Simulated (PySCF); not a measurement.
Compound: cyclopropenethione, C3H2S.
SMILES with atom numbers: `[S:1]=[c:2]1[cH:3][cH:4]1`

Geometry (GFN2-xTB, Å), atoms numbered from 1 in this order:
```
atom  x, y, z in Å
S1     2.3652   -0.1211   -0.0178
C2     0.7687   -0.0390   -0.0091
C3    -0.4632    0.6950    0.0006
C4    -0.5321   -0.6431   -0.0025
H5    -0.9874    1.6220    0.0072
H6    -1.1481   -1.5118    0.0001
```

NICS is the negative of the GIAO shielding at a point without a nucleus: at the ring centre (0) and 1 Å above and below it (1); zz is the component along the ring normal. Level: GIAO PBE0/pcSseg-1 (PySCF, non-relativistic, gas phase) on the GFN2-xTB geometry, one conformer.

Ring bond lengths (Å), with Mayer bond orders in brackets: C2–C3 1.434 (0.93), C3–C4 1.340 (1.49), C4–C2 1.434 (0.93).

Question: What do the NICS probes read (ppm)?

Answer: 
```csv
ring,type,NICS(0),"NICS(1), two faces","NICS(1)zz, two faces",rms pucker (Å),"centre to ring atoms, mean (Å)"
C2–C3–C4,3-membered carbocycle; bonds drawn aromatic by RDKit's count,-17.9,-10.2 / -10.2,-16.2 / -16.3,0.00,0.81
```

Question: What can be read from them?

Answer: 
- C2–C3–C4: mean NICS(1)zz -16.2 ppm, shielded. NICS(0) lies 8 ppm below the mean NICS(1).

Question: How equal are the bonds by HOMA? Use HOMA with the parameters of Krygowski (1993).

Answer: 
- C2–C3–C4: HOMA 0.43 = 1 − EN − GEO, with mean bond length 1.403 Å, EN = α(Ropt − mean)² = 0.056 and GEO = α × variance = 0.510.

Question: At the first NICS(1) probe listed for ring C2–C3–C4, 1 Å off the ring, how large is the induced field along the normal in 9.4 T applied along it?

Answer: NICSzz × B0 = -16.2 ppm × 9.4 T = -152 μT, against the applied field.

The run took 3.8 s wall on one thread, Arm Neoverse V2, on a shared host. This is the whole shielding run at PBE0/pcSseg-1, SCF included.
